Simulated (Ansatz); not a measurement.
Geometry optimisation, RKS PBE0-D4/6-31G* (Ansatz 0.2.0).

Input:

```yaml
crystal:
  periodic: [false, false, false]
  atoms:
    - { symbol: B, position_ang: [0.0, 0.0, 0.0] }
    - { symbol: H, position_ang: [0.0, 0.0, 1.54] }
    - { symbol: O, position_ang: [1.2211, 0.0, -0.705] }
    - { symbol: H, position_ang: [1.5209, -0.9519, -0.8599] }
    - { symbol: H, position_ang: [-1.0305, 0.0, -0.595] }
    - { symbol: F, position_ang: [0.0726, 1.5356, 0.5108] }
    - { symbol: H, position_ang: [0.041, 0.8666, 1.4996] }
basis:
  gaussian: { orbitals: "6-31G*" }
hamiltonian:
  xc: pbe0
  dispersion: d4
relax:
  f_tol: 0.15
  max_steps: 25
  restrain:
    - { distance: [0, 5], at: 1.32, k: 30.0 }
    - { distance: [6, 1], at: 0.66, k: 30.0 }
    - { distance: [0, 1], at: 2.39, k: 30.0 }
    - { distance: [6, 5], at: 2.12, k: 30.0 }
```

Run as:

```bash
$ ansatz run input.yaml --threads 1 --pin off --max-ram 2048MiB --backend cpu --events-out ev --progress --plain --runs-dir out
```

Question: Where does it end, and by what steps?

Answer: It converged. The restraints hold the end off the free minimum. After 8 steps the energy has fallen by 3.507 eV (the restraints' own energy left out); B1 moved furthest, 0.59 Å.

| step | energy less start (eV) | largest force component (eV/Å) | accepted |
| --- | --- | --- | --- |
| 0 | 0.0000 | 4.143 | yes |
| 1 | -1.1826 | 6.149 | yes |
| 2 | -2.6243 | 4.247 | yes |
| 3 | -3.2935 | 1.834 | yes |
| 4 | -3.4316 | 1.312 | yes |
| 5 | -3.4953 | 0.813 | yes |
| 6 | -3.4822 | 1.299 | yes |
| 7 | -3.5113 | 1.080 | yes |
| 8 | -3.5066 | 1.479 | yes |

```xyz
7
Properties=species:S:1:pos:R:3
B 0.102 0.437 -0.376
H 0.039 -0.080 1.966
O 1.332 -0.062 -0.624
H 1.289 -0.967 -0.950
H -0.907 -0.185 -0.566
F 0.024 1.689 0.050
H -0.053 0.618 1.890
```

Whether the end is a true minimum wasn't checked by a vibrational analysis.

The run took 14 s on 1 thread of Arm Neoverse V1, with other jobs on the host, peak memory 0.12 GiB.
